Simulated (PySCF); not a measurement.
SF₃, doublet: structure and spectrum

Method: UPBE0/[S def2-SVP, F def2-SVP], no relativity, density fitting, PySCF.

The structure is a saddle point with 1 imaginary mode.

| Item | Value |
| --- | --- |
| Point group | C2v |
| Bond lengths | S–F 1.595 Å, S–F 1.671 Å (×2) |
| Bond angles | F–S–F 87.2° (×2), F–S–F 174.4° |
| Principal polarisabilities | 12.6, 17.3, 28.8 bohr³ |
| Principal quadrupole moments (Buckingham, traceless) about the centre of mass | -6.90, 2.54, 4.36 D Å |
| Dipole moment | 0.86 D |
| Lowest empty level (β) | -4.85 eV |
| Highest occupied level (α) | -8.67 eV |
| Rotational constants | 0.4675, 0.1592, 0.1187 cm⁻¹ |
| Zero-point energy (real modes) | 18.6 kJ/mol |
| Atomisation energy without zero-point energy | 897 kJ/mol |
| Spin squared ⟨S²⟩ | 0.755 |

Harmonic modes (masses in u: S 31.972, F 18.998):
| symmetry | ω (cm⁻¹) | IR (km/mol) | μ (u) | type |
| --- | --- | --- | --- | --- |
| b1 | 143i | – | 24.03 | bend |
| a1 | 371 | 14.8 | 21.11 | bend |
| b2 | 471 | 2.6 | 19.35 | bend |
| a1 | 601 | 2.9 | 19.04 | stretch |
| b2 | 794 | 479 | 24.64 | stretch |
| a1 | 874 | 103 | 22.55 | stretch |

In C2v the vibrations span b1 + 3a1 + 2b2. Here b1 is antisymmetric to the molecular plane and b2 lies in it.

Charges (e):
```
atom  Mulliken  Löwdin  polar tensor  spin (Mulliken)  Mayer order to S1
  S1      1.04    0.88          1.65             0.73                  –
  F2     -0.28   -0.23         -0.45             0.06               0.96
F3,4     -0.38   -0.33         -0.60             0.10               0.85
```

Mulliken populations on S1: s 5.92, p 8.66, d 0.37.

Outer orbital energies (eV). α occupied: -15.47, -13.86, -12.89, -12.67, -12.19, -11.53, -10.24, -8.67; empty: -1.38, 1.96, 7.32, 14.11. β occupied: -15.81, -14.52, -13.78, -12.09, -12.06, -11.78, -11.44, -9.82; empty: -4.85, -0.83, 2.34, 7.78.

Other isomers or separated fragments may lie lower.

The final relaxation and frequency run took 4.3 min on 2 threads of a shared Intel Xeon @ 2.50GHz (Skylake/Cascade Lake) host, with 60 basis functions and 13 gradients; the process peaked at 0.73 GiB.
